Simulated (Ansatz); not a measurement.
**Ge–B–PH, quartet in cc-pVDZ: errors against UCCSDT(Q)**

Geometry: displaced at random from a stationary point.

```xyz
4

Ge    0.0646   -0.2876    2.4593
B    -0.1003   -0.2565    0.5128
P    -0.0237   -0.4078   -1.4036
H     0.0594    0.9519   -1.5684
```

Basis cc-pVDZ; Ansatz 0.2.0. Correlated methods freeze the noble-gas cores and the filled d shells of p-block atoms, which leaves 13 electrons in 44 orbitals. R marks a restricted (for open shells ROHF) determinant, U an unrestricted one. No spin–orbit coupling is included, and no scalar relativity.

Full CI isn't at hand for all of this; UCCSDT(Q) serves as the reference, and is uncertain by about the last step of the cluster series. The frozen core follows each run's orbitals, which can shift R against U totals by a few meV for light atoms and by up to 0.1 eV past Ca.

- UHF ⟨S²⟩: 3.782
- T1 diagnostic (RCCSD): 0.0225
- largest doubles amplitude (RCCSD): 0.085
- T1 diagnostic (UCCSD): 0.0198

```tsv
level	E − E(UCCSDT(Q)) (kcal/mol)	share of correlation (%)	wall time
UHF	171.01	2.69	–
UMP2	35.57	79.76	–
UCCSD	8.15	95.36	–
UCCSD(T)	1.68	99.05	28 s
UCCSDT	0.48	99.73	–
```

The correlation energy at UCCSDT(Q), counted from RHF, is -7.621 eV. That run took 2.7 min on 1 thread of Arm Neoverse V2, shared host.

Run but not shown, since their state or frozen core can't be matched to the reference's or they repeat it: RHF, RMP2, CISD, RCCSD, RCCSD(T), BCCD(T), RCCSDT, RCCSDT(Q).

Times hold each run's SCF and search for its determinant on a shared host, so for small cases they say little of a method's own cost; they ran on 1 thread of Arm Neoverse V2.
